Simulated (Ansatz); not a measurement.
# CH2S: the cost of one run

Method: the levels named in each step, in Ansatz 0.2.0.

**1. The structure to begin with**

Bond lengths: C1–S2 1.580 Å, C1–H3 1.092 Å, C1–H4 1.092 Å. Angles: S2–C1–H3 123.4°, S2–C1–H4 123.4°, H3–C1–H4 113.2°.

Coordinates:

```xyz
4

C    -1.0375    0.1249    0.2444
S     0.4904   -0.0590   -0.1156
H    -1.6423    0.9610   -0.1114
H    -1.5945   -0.5714    0.8743
```

**2. A rough first relaxation, PBE-D4/def2-SVP**

This run stands in another session on the same molecule. It ended at:

```xyz
4

C    -1.0499    0.1264    0.2474
S     0.4977   -0.0600   -0.1174
H    -1.6409    0.9959   -0.1346
H    -1.5908   -0.6068    0.8963
```

**3. Relaxation, PBE0-D4/def2-TZVPP**

This run stands in another session on the same molecule. It ended at:

```xyz
4

C    -1.0553    0.1270    0.2487
S     0.4737   -0.0571   -0.1118
H    -1.6258    0.9822   -0.1304
H    -1.5765   -0.5966    0.8852
```

**4. Frequencies, PBE0-D4/def2-TZVPP**

input.yaml reads:

```yaml
crystal:
  periodic: [false, false, false]
  atoms:
    - { symbol: C, position_ang: [-1.05530459, 0.12703574, 0.24869782] }
    - { symbol: S, position_ang: [0.47365303, -0.05711692, -0.11181365] }
    - { symbol: H, position_ang: [-1.62577912, 0.9821668, -0.1303586] }
    - { symbol: H, position_ang: [-1.57647932, -0.59661562, 0.88515443] }
magnetization:
  spin_polarized: true
  initial_magnetization: 1
total_charge: 1
basis:
  gaussian: { orbitals: def2-TZVPP }
hamiltonian:
  xc: pbe0
  dispersion: d4
phonons: {}
```

On the command line:

```
> ansatz run input.yaml --threads 2 --pin off --max-ram 5120MiB --backend cpu --events-out ev --progress --plain --runs-dir out
```

Q: Estimate wall time and peak memory on 2 threads of Arm Neoverse V1, shared host.

About 9.3 s, with a peak of 0.16 GiB.
